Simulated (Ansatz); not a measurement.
# C2H3FO (singlet): wB97M-V, B2PLYP, RPA-PBE over a series of basis sets, part 2 of 2

Ansatz 0.2.0, Gaussian basis; all electrons in the functionals, frozen cores in the correlation of double hybrids and RPA.

### 10 B2PLYP, 6-31G*

in.yaml

```yaml
crystal:
  periodic: [false, false, false]
  atoms:
    - {symbol: C, position_ang: [0.081969, 0.137779, 0.000000]}
    - {symbol: O, position_ang: [0.208620, 1.328582, 0.000000]}
    - {symbol: F, position_ang: [-1.161981, -0.431362, 0.000000]}
    - {symbol: C, position_ang: [1.131423, -0.924841, 0.000000]}
    - {symbol: H, position_ang: [2.117852, -0.465716, 0.000000]}
    - {symbol: H, position_ang: [1.006838, -1.557024, 0.881549]}
    - {symbol: H, position_ang: [1.006838, -1.557024, -0.881549]}
basis:
  gaussian: {orbitals: "6-31G*"}
hamiltonian: {xc: {name: B2PLYP}}
correlation: {electrons: outside_noble_gas}
```

Launch:

```console
$ ansatz run in.yaml --threads 1 --pin off --events-out ev --progress --plain --max-ram 4096MiB --backend cpu
```

Standard output, cut to the lines that bear on the results:

```text
Functional definition: B2PLYP
  name "B2PLYP"
  cite "Grimme, J. Chem. Phys. 124, 034108 (2006) doi:10.1063/1.2148954"
  cite "Becke, Phys. Rev. A 38, 3098 (1988) doi:10.1103/PhysRevA.38.3098"
  cite "Lee, Yang & Parr, Phys. Rev. B 37, 785 (1988) doi:10.1103/PhysRevB.37.785"
[...]
638 factors; integrals over basis functions are off by at most 1.2e-3 eV
[...]
mean field -6875.23461505 eV, -252.6602119018 hartree, gradient 7.4e-6 eV, S^2 0.000000; 0 other end points of the search recorded, 0 dependent functions left out
4 core orbitals not correlated: weight in the atoms' cores, before any rotation towards them, 1.000 or more for the frozen orbitals, at most 0.000 for the correlated occupied ones
reference -6875.23469587 eV, -252.6602148719 hartree; 12, 12 occupied and 50, 50 virtual orbitals, 638 factors
second order -20.19009348 eV of doubles, -0.00000000 eV of singles
Total energy: -6880.68602111 eV, -252.8605473795 hartree
```

Run time: 1.6 s. Hardware: 1 thread of AMD EPYC 7R13, shared host.

### 11 B2PLYP, cc-pVDZ

Edit in.yaml of step 10 so:

```diff
@@ -11,3 +11,3 @@
 basis:
-  gaussian: {orbitals: "6-31G*"}
+  gaussian: {orbitals: cc-pVDZ}
 hamiltonian: {xc: {name: B2PLYP}}
```

Launched as before.

Standard output, cut to the lines that bear on the results:

```text
Functional definition: B2PLYP
  name "B2PLYP"
  cite "Grimme, J. Chem. Phys. 124, 034108 (2006) doi:10.1063/1.2148954"
  cite "Becke, Phys. Rev. A 38, 3098 (1988) doi:10.1103/PhysRevA.38.3098"
  cite "Lee, Yang & Parr, Phys. Rev. B 37, 785 (1988) doi:10.1103/PhysRevB.37.785"
[...]
646 factors; integrals over basis functions are off by at most 1.1e-3 eV
[...]
mean field -6875.71129723 eV, -252.6777296485 hartree, gradient 2.2e-6 eV, S^2 0.000000; 0 other end points of the search recorded, 0 dependent functions left out
4 core orbitals not correlated: weight in the atoms' cores, before any rotation towards them, 1.000 or more for the frozen orbitals, at most 0.000 for the correlated occupied ones
reference -6875.71140602 eV, -252.6777336467 hartree; 12, 12 occupied and 55, 55 virtual orbitals, 646 factors
second order -21.25650594 eV of doubles, -0.00000000 eV of singles
Total energy: -6881.45066262 eV, -252.8886474366 hartree
```

Run time: 1.8 s. Hardware: 1 thread of AMD EPYC 7R13, shared host.

### 12 B2PLYP, cc-pVTZ

Edit in.yaml of step 11 so:

```diff
@@ -11,3 +11,3 @@
 basis:
-  gaussian: {orbitals: cc-pVDZ}
+  gaussian: {orbitals: cc-pVTZ}
 hamiltonian: {xc: {name: B2PLYP}}
```

Launch:

```console
$ ansatz run in.yaml --threads 2 --pin off --events-out ev --progress --plain --max-ram 24576MiB --backend cuda --devices 0, --max-vram 18GiB
```

Standard output, cut to the lines that bear on the results:

```text
Functional definition: B2PLYP
  name "B2PLYP"
  cite "Grimme, J. Chem. Phys. 124, 034108 (2006) doi:10.1063/1.2148954"
  cite "Becke, Phys. Rev. A 38, 3098 (1988) doi:10.1103/PhysRevA.38.3098"
  cite "Lee, Yang & Parr, Phys. Rev. B 37, 785 (1988) doi:10.1103/PhysRevB.37.785"
[...]
957 factors; integrals over basis functions are off by at most 1.1e-3 eV
[...]
mean field -6877.97398911 eV, -252.7608820417 hartree, gradient 3.2e-6 eV, S^2 0.000000; 0 other end points of the search recorded, 0 dependent functions left out
4 core orbitals not correlated: weight in the atoms' cores, before any rotation towards them, 1.000 or more for the frozen orbitals, at most 0.000 for the correlated occupied ones
reference -6877.97410083 eV, -252.7608861474 hartree; 12, 12 occupied and 146, 146 virtual orbitals, 957 factors
second order -26.64917854 eV of doubles, -0.00000000 eV of singles
Total energy: -6885.16937904 eV, -253.0253077443 hartree
```

It took 20 s on 1 × H100 (card shared with other runs) with 2 threads of AMD EPYC 7R13, shared host; peak host memory 0.83 GiB.

### 13 B2PLYP, cc-pVQZ

Edit in.yaml of step 12 so:

```diff
@@ -11,3 +11,3 @@
 basis:
-  gaussian: {orbitals: cc-pVTZ}
+  gaussian: {orbitals: cc-pVQZ}
 hamiltonian: {xc: {name: B2PLYP}}
```

Same command.

Standard output, cut to the lines that bear on the results:

```text
Functional definition: B2PLYP
  name "B2PLYP"
  cite "Grimme, J. Chem. Phys. 124, 034108 (2006) doi:10.1063/1.2148954"
  cite "Becke, Phys. Rev. A 38, 3098 (1988) doi:10.1103/PhysRevA.38.3098"
  cite "Lee, Yang & Parr, Phys. Rev. B 37, 785 (1988) doi:10.1103/PhysRevB.37.785"
[...]
1854 factors; integrals over basis functions are off by at most 1.2e-3 eV
[...]
mean field -6878.53634786 eV, -252.7815483446 hartree, gradient 3.7e-6 eV, S^2 0.000000; 0 other end points of the search recorded, 0 dependent functions left out
4 core orbitals not correlated: weight in the atoms' cores, before any rotation towards them, 1.000 or more for the frozen orbitals, at most 0.000 for the correlated occupied ones
reference -6878.53647852 eV, -252.7815531461 hartree; 12, 12 occupied and 294, 294 virtual orbitals, 1854 factors
second order -28.50285465 eV of doubles, -0.00000000 eV of singles
Total energy: -6886.23224927 eV, -253.0643675050 hartree
```

Run time: 13 s. Hardware: 1 × H100 (card shared with other runs) with 2 threads of AMD EPYC 7R13, shared host; peak host memory 1.5 GiB.

### 14 RPA-PBE, STO-3G

Edit in.yaml of step 13 so:

```diff
@@ -11,4 +11,5 @@
 basis:
-  gaussian: {orbitals: cc-pVQZ}
-hamiltonian: {xc: {name: B2PLYP}}
-correlation: {electrons: outside_noble_gas}
+  gaussian: {orbitals: STO-3G}
+magnetization: {spin_polarized: true, initial_magnetization: 0}
+hamiltonian: {xc: {name: PBE}}
+correlation: {method: rpa, electrons: outside_noble_gas}
```

Launch:

```console
$ ansatz run in.yaml --threads 1 --pin off --events-out ev --progress --plain --max-ram 4096MiB --backend cpu
```

Standard output, cut to the lines that bear on the results:

```text
Functional definition: PBE
  name "PBE"
  cite "Perdew, Burke & Ernzerhof, Phys. Rev. Lett. 77, 3865 (1996) doi:10.1103/PhysRevLett.77.3865"
  parent pbe
[...]
329 factors; integrals over basis functions are off by at most 3.5e-5 eV
[...]
mean field -6785.54001479 eV, -249.3639961393 hartree, gradient 2.7e-6 eV, S^2 0.000000; 0 other end points of the search recorded, 0 dependent functions left out
4 core orbitals not correlated: weight in the atoms' cores, before any rotation towards them, 1.000 or more for the frozen orbitals, at most 0.000 for the correlated occupied ones
reference -6758.94745885 eV, -248.3867377337 hartree; 12, 12 occupied and 7, 7 virtual orbitals, 329 factors
Total energy: -6768.64778558 eV, -248.7432181659 hartree
```

It took 0.94 s on 1 thread of AMD EPYC 7R13, shared host.

From the report: ⟨S²⟩ of the determinant 0.000 (pure singlet: 0.00).

### 15 RPA-PBE, 6-31G

Edit in.yaml of step 14 so:

```diff
@@ -11,4 +11,3 @@
 basis:
-  gaussian: {orbitals: STO-3G}
-magnetization: {spin_polarized: true, initial_magnetization: 0}
+  gaussian: {orbitals: 6-31G}
 hamiltonian: {xc: {name: PBE}}
```

Same command.

Standard output, cut to the lines that bear on the results:

```text
Functional definition: PBE
  name "PBE"
  cite "Perdew, Burke & Ernzerhof, Phys. Rev. Lett. 77, 3865 (1996) doi:10.1103/PhysRevLett.77.3865"
  parent pbe
[...]
500 factors; integrals over basis functions are off by at most 1.9e-4 eV
[...]
mean field -6877.74381863 eV, -252.7524234323 hartree, gradient 1.1e-6 eV, S^2 0.000000; 0 other end points of the search recorded, 0 dependent functions left out
4 core orbitals not correlated: weight in the atoms' cores, before any rotation towards them, 1.000 or more for the frozen orbitals, at most 0.000 for the correlated occupied ones
reference -6847.95308531 eV, -251.6576341756 hartree; 12, 12 occupied and 26, 26 virtual orbitals, 500 factors
Total energy: -6865.45788980 eV, -252.3009238756 hartree
```

Run time: 1.1 s. Hardware: 1 thread of AMD EPYC 7R13, shared host.

### 16 RPA-PBE, 6-31G*

Edit in.yaml of step 15 so:

```diff
@@ -11,3 +11,3 @@
 basis:
-  gaussian: {orbitals: 6-31G}
+  gaussian: {orbitals: "6-31G*"}
 hamiltonian: {xc: {name: PBE}}
```

Launched as before.

Standard output, cut to the lines that bear on the results:

```text
Functional definition: PBE
  name "PBE"
  cite "Perdew, Burke & Ernzerhof, Phys. Rev. Lett. 77, 3865 (1996) doi:10.1103/PhysRevLett.77.3865"
  parent pbe
[...]
638 factors; integrals over basis functions are off by at most 1.2e-3 eV
[...]
mean field -6879.56321643 eV, -252.8192850683 hartree, gradient 1.8e-6 eV, S^2 0.000000; 0 other end points of the search recorded, 0 dependent functions left out
4 core orbitals not correlated: weight in the atoms' cores, before any rotation towards them, 1.000 or more for the frozen orbitals, at most 0.000 for the correlated occupied ones
reference -6850.59194221 eV, -251.7546103782 hartree; 12, 12 occupied and 50, 50 virtual orbitals, 638 factors
Total energy: -6875.45421635 eV, -252.6682821006 hartree
```

Wall time 1.5 s (1 thread of AMD EPYC 7R13, shared host).

### 17 RPA-PBE, cc-pVDZ

Edit in.yaml of step 16 so:

```diff
@@ -11,3 +11,3 @@
 basis:
-  gaussian: {orbitals: "6-31G*"}
+  gaussian: {orbitals: cc-pVDZ}
 hamiltonian: {xc: {name: PBE}}
```

Same command.

Standard output, cut to the lines that bear on the results:

```text
Functional definition: PBE
  name "PBE"
  cite "Perdew, Burke & Ernzerhof, Phys. Rev. Lett. 77, 3865 (1996) doi:10.1103/PhysRevLett.77.3865"
  parent pbe
[...]
646 factors; integrals over basis functions are off by at most 1.1e-3 eV
[...]
mean field -6880.03123837 eV, -252.8364845574 hartree, gradient 2.5e-6 eV, S^2 0.000000; 0 other end points of the search recorded, 0 dependent functions left out
4 core orbitals not correlated: weight in the atoms' cores, before any rotation towards them, 1.000 or more for the frozen orbitals, at most 0.000 for the correlated occupied ones
reference -6851.13058349 eV, -251.7744050802 hartree; 12, 12 occupied and 55, 55 virtual orbitals, 646 factors
Total energy: -6877.62536742 eV, -252.7480704308 hartree
```

Wall time 1.6 s (1 thread of AMD EPYC 7R13, shared host).

### 18 RPA-PBE, cc-pVTZ

Edit in.yaml of step 17 so:

```diff
@@ -11,3 +11,3 @@
 basis:
-  gaussian: {orbitals: cc-pVDZ}
+  gaussian: {orbitals: cc-pVTZ}
 hamiltonian: {xc: {name: PBE}}
```

Launch:

```console
$ ansatz run in.yaml --threads 2 --pin off --events-out ev --progress --plain --max-ram 24576MiB --backend cuda --devices 0, --max-vram 18GiB
```

Standard output, cut to the lines that bear on the results:

```text
Functional definition: PBE
  name "PBE"
  cite "Perdew, Burke & Ernzerhof, Phys. Rev. Lett. 77, 3865 (1996) doi:10.1103/PhysRevLett.77.3865"
  parent pbe
[...]
957 factors; integrals over basis functions are off by at most 1.1e-3 eV
[...]
mean field -6882.36793220 eV, -252.9223564718 hartree, gradient 1.5e-6 eV, S^2 0.000000; 0 other end points of the search recorded, 0 dependent functions left out
4 core orbitals not correlated: weight in the atoms' cores, before any rotation towards them, 1.000 or more for the frozen orbitals, at most 0.000 for the correlated occupied ones
reference -6853.00921095 eV, -251.8434433659 hartree; 12, 12 occupied and 146, 146 virtual orbitals, 957 factors
Total energy: -6887.25775229 eV, -253.1020540456 hartree
```

It took 16 s on 1 × H100 (card shared with other runs) with 2 threads of AMD EPYC 7R13, shared host; peak host memory 0.89 GiB.

### 19 RPA-PBE, cc-pVQZ

Edit in.yaml of step 18 so:

```diff
@@ -11,3 +11,3 @@
 basis:
-  gaussian: {orbitals: cc-pVTZ}
+  gaussian: {orbitals: cc-pVQZ}
 hamiltonian: {xc: {name: PBE}}
```

The command is unchanged.

Standard output, cut to the lines that bear on the results:

```text
Functional definition: PBE
  name "PBE"
  cite "Perdew, Burke & Ernzerhof, Phys. Rev. Lett. 77, 3865 (1996) doi:10.1103/PhysRevLett.77.3865"
  parent pbe
[...]
1854 factors; integrals over basis functions are off by at most 1.2e-3 eV
[...]
mean field -6882.99253565 eV, -252.9453102251 hartree, gradient 9.4e-6 eV, S^2 0.000000; 0 other end points of the search recorded, 0 dependent functions left out
4 core orbitals not correlated: weight in the atoms' cores, before any rotation towards them, 1.000 or more for the frozen orbitals, at most 0.000 for the correlated occupied ones
reference -6853.47221370 eV, -251.8604584031 hartree; 12, 12 occupied and 294, 294 virtual orbitals, 1854 factors
Total energy: -6890.77096045 eV, -253.2311620644 hartree
```

Run time: 18 s. Hardware: 1 × H100 (card shared with other runs) with 2 threads of AMD EPYC 7R13, shared host; peak host memory 1.5 GiB.

### 20 Against the wave-function levels

Atomisation energies, with free atoms from separate runs at the same level and basis (kJ/mol); wave-function rows come from earlier runs:

```tsv
level	STO-3G	6-31G	6-31G*	cc-pVDZ	cc-pVTZ	cc-pVQZ
wB97M-V		2813.3		2948.8	2965.5	2966.4
B2PLYP		2674.9		2856.2	2931.8	2948.0
RPA-PBE		2272.1		2580.6	2719.3	2757.6
RHF	2189.8	1837.2	2073.3	2035.0	2082.2	2086.5
UHF	2191.7	1837.2	2073.3	2035.0	2082.2	2086.5
RCCSD(T)		2457.2		2724.0	2872.1	2917.1
```

### 21 Results

The summary covers parts 1 to 2.

```
                                              quantity                        value
 wB97M-V: last step in basis, value in the largest set   +0.9 kJ/mol, 2966.4 kJ/mol
  B2PLYP: last step in basis, value in the largest set  +16.2 kJ/mol, 2948.0 kJ/mol
 RPA-PBE: last step in basis, value in the largest set  +38.3 kJ/mol, 2757.6 kJ/mol
     RHF: last step in basis, value in the largest set   +4.3 kJ/mol, 2086.5 kJ/mol
     UHF: last step in basis, value in the largest set   +4.3 kJ/mol, 2086.5 kJ/mol
RCCSD(T): last step in basis, value in the largest set  +45.0 kJ/mol, 2917.1 kJ/mol
```

In words: The last step in basis moves wB97M-V by 0.9 kJ/mol at most and RCCSD(T) by 45.0 kJ/mol: correlation converges more slowly with the basis. The value derived from measured heats of formation (G2/97 table, zero-point and thermal terms taken off) is 2953.8 kJ/mol; in the largest set the misses are wB97M-V +12.6 kJ/mol, B2PLYP -5.8 kJ/mol, RPA-PBE -196.2 kJ/mol, RHF -867.3 kJ/mol, UHF -867.3 kJ/mol, RCCSD(T) -36.7 kJ/mol. Core correlation, relativity and spin-orbit terms are not in the calculated values.
